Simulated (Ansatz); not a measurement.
# Au (fcc type): the cost of one run

Computed with Ansatz 0.2.0 (DFT, at the level named in each step, unless a step's input says otherwise).

2 further runs of the same task are left out: 1 that didn't finish, 1 set aside as unsound or not needed.

## 1. The starting structure

Symmetry: Fm-3m, No. 225, cubic system. The conventional cell has a = 4.157 Å, b = 4.157 Å, c = 4.157 Å, α = 90.00°, β = 90.00°, γ = 90.00°. Around Au (site symmetry m-3m) lie 12 Au at 2.94 Å.

As a file:

```
Au
1.0
     0.00000    2.07827    2.07827
     2.07827    0.00000    2.07827
     2.07827    2.07827    0.00000
Au
1
Direct
  0.00000 0.00000 0.00000
```

The cell was relaxed by PAW from a hypothetical start (fcc type); it needn't be the stable phase of this composition.

## 2. No relativity, LAPW

Contents of input.yaml:

```yaml
crystal:
  lattice:
    - [0.0, 2.0782666844, 2.0782666844]
    - [2.0782666844, 0.0, 2.0782666844]
    - [2.0782666844, 2.0782666844, 0.0]
  atoms:
    - { symbol: Au, position: [0.0, 0.0, 0.0] }
kpoints:
  mp_grid: { grid: [14, 14, 14] }
  band_path:
    path:
      - [0.0, 0.0, 0.0]
      - [0.5, 0.0, 0.5]
      - [0.625, 0.25, 0.625]
      - [0.375, 0.375, 0.75]
      - [0.0, 0.0, 0.0]
      - [0.5, 0.5, 0.5]
      - [0.5, 0.25, 0.75]
      - [0.5, 0.0, 0.5]
    npoints: 5
scf:
  occupations: { method: fermi_dirac, width: 0.03 }
hamiltonian:
  xc: pbe
  pseudopotentials:
    kind: all_electron
    lapw: { basis_error: 0.001 }
    relativity: none
output:
  forces: true
  stress: true
  eigenvalues: true
```

On the command line:

```bash
ansatz run input.yaml --threads 1 --pin off --max-ram 2048MiB --backend cpu --events-out ev --progress --plain --runs-dir out
```

**Question.** How long does this run take on 1 thread of AMD EPYC 9B45 (Zen 5), shared host?

About 4.1 s.
